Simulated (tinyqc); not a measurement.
RHF in the sto-6g basis, for HF, spin multiplicity 1, step by step. One step of it, computed by the program tinyqc.

Problem. Iteration 2: DIIS coefficients. Solve [B -1; -1 0][c; lambda] = [0; -1] for the coefficients, which sum to one.

B (overlaps of the stored error matrices):
```
               1              2
1  9.6622422e+02  1.4851673e+00
2  1.4851673e+00  8.5738181e-01
```

Give: DIIS coefficients.

Solution.

DIIS coefficients: -0.001  1.001
